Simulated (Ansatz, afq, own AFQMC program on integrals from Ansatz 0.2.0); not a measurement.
NH2O, quartet in cc-pVTZ, levels against CCSDT(Q)

| atom | x (Å) | y (Å) | z (Å) |
| --- | --- | --- | --- |
| O | -1.1454 | -0.0292 | 0.0000 |
| H | -1.3947 | 0.8974 | 0.0000 |
| H | -0.0264 | -0.0292 | 0.0000 |
| N | 1.4106 | -0.0292 | 0.0000 |

Connectivity, by distances: OH2 ··· N.

Basis cc-pVTZ. Noble-gas cores (and the filled d shells of Ga–Kr and In–Xe) are frozen. Ansatz 0.2.0 and our own AFQMC program on the same integrals; the CISD trial comes from CCSD amplitudes, and released means the phaseless constraint is let go. Error bars are statistical, one sigma.

Determinant: UHF, the one that the program's search chose, which needn't be the lowest solution. The geometry is a point of a scan.

No full CI on the walks' own integrals is used here; CCSDT(Q) serves as the reference and is uncertain by about the last step of the cluster series.

Cautions: lower spins were not checked; the released energies have errors that jump between times, so the bars are unsure, so no released level is given (meV from the phaseless value at times in 1/Eh: -20 ± 5 at 0.24, -28 ± 5 at 0.51, -11097 ± 11061 at 0.99, -35 ± 7 at 1.62, -29 ± 11 at 2.40), though the last usable value meets CCSDT(Q) within the noise.

- T1 diagnostic: 0.0139
- weight of the determinant in the CISD state: 0.896
- ⟨S²⟩ of the determinant: 3.769
- size of the correlated space: 13 electrons in 86 orbitals

```
  level  correlation energy (eV)
    MP2                 -10.1113
   CCSD                 -10.6825
CCSD(T)                 -11.0156
```

Q: Estimate where phaseless AFQMC with a CISD trial lies against CCSD(T) on the same integrals.

A: 6.8 ± 5.4 meV below CCSD(T). The gap is under twice the noise, so this walk alone can't tell the two apart.

Reference: CCSDT(Q), correlation energy -11.048 eV.

| level | E − E(reference) (meV) | share of correlation (%) |
| --- | --- | --- |
| CCSD(T) | 32.8 | 99.70 |
| CCSDT | 16.8 | 99.85 |
| ph-AFQMC/CISD | 26.0 ± 5.4 | 99.76 |

A walk keeps the symmetry of its determinant, which the program's search chose and which needn't be the lowest solution, so a lower state of the same spin and another symmetry isn't excluded.
